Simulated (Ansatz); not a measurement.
Frontier orbitals of CH₇AlSi (`C[SiH2][AlH2]`).

| atom | x (Å) | y (Å) | z (Å) |
| --- | --- | --- | --- |
| C1 | 1.4949 | 0.5864 | -0.0299 |
| Si2 | -0.2224 | 0.3213 | 0.7096 |
| Al3 | -1.6540 | -1.0845 | -0.7178 |
| H4 | 2.0995 | 1.2141 | 0.6284 |
| H5 | 1.4318 | 1.0788 | -1.0028 |
| H6 | 2.0159 | -0.3642 | -0.1633 |
| H7 | -0.8588 | 1.6554 | 0.9286 |
| H8 | -0.0698 | -0.2961 | 2.0616 |
| H9 | -1.6733 | -2.6681 | -0.5591 |
| H10 | -2.5637 | -0.4430 | -1.8555 |

The species carries charge 0 and has multiplicity 1. All single points use the PBE0-D4/def2-TZVP geometry. Basis def2-TZVPP, Ansatz 0.2.0.

Q: Compute the vertical ionisation energy as the energy of the cation minus that of the neutral molecule, at each level. (Best estimate.)

A: Ansatz gave: 
```json
{"level": "PBE-D4/def2-TZVPP", "IE (eV)": "9.08", "difference from CCSD(T)/CBS(def2)": "-0.45"}
{"level": "r2SCAN-D4/def2-TZVPP", "IE (eV)": "9.16", "difference from CCSD(T)/CBS(def2)": "-0.37"}
{"level": "PBE0-D4/def2-TZVPP", "IE (eV)": "9.26", "difference from CCSD(T)/CBS(def2)": "-0.27"}
{"level": "B3LYP-D4/def2-TZVPP", "IE (eV)": "9.32", "difference from CCSD(T)/CBS(def2)": "-0.22"}
{"level": "ωB97X-V/def2-TZVPP", "IE (eV)": "9.41", "difference from CCSD(T)/CBS(def2)": "-0.13"}
{"level": "ωB97M-V/def2-TZVPP", "IE (eV)": "9.40", "difference from CCSD(T)/CBS(def2)": "-0.13"}
{"level": "B2PLYP/def2-TZVPP", "IE (eV)": "9.30", "difference from CCSD(T)/CBS(def2)": "-0.23"}
{"level": "HF/def2-TZVPP", "IE (eV)": "8.64", "difference from CCSD(T)/CBS(def2)": "-0.89"}
{"level": "MP2/def2-TZVPP", "IE (eV)": "9.41", "difference from CCSD(T)/CBS(def2)": "-0.12"}
{"level": "CCSD/def2-TZVPP", "IE (eV)": "9.41", "difference from CCSD(T)/CBS(def2)": "-0.12"}
{"level": "CCSD(T)/def2-TZVPP", "IE (eV)": "9.43", "difference from CCSD(T)/CBS(def2)": "-0.10"}
{"level": "HF/def2-QZVPP", "IE (eV)": "8.62", "difference from CCSD(T)/CBS(def2)": "-0.91"}
{"level": "MP2/def2-QZVPP", "IE (eV)": "9.46", "difference from CCSD(T)/CBS(def2)": "-0.07"}
{"level": "HF/CBS(def2)", "IE (eV)": "8.62", "difference from CCSD(T)/CBS(def2)": "-0.91"}
{"level": "MP2/CBS(def2)", "IE (eV)": "9.51", "difference from CCSD(T)/CBS(def2)": "-0.02"}
{"level": "CCSD/CBS(def2)", "IE (eV)": "9.51", "difference from CCSD(T)/CBS(def2)": "-0.02"}
{"level": "CCSD(T)/CBS(def2)", "IE (eV)": "9.53", "difference from CCSD(T)/CBS(def2)": "0.00"}
```

B3LYP here is the variant with VWN-RPA as its local correlation; programs differ in this.
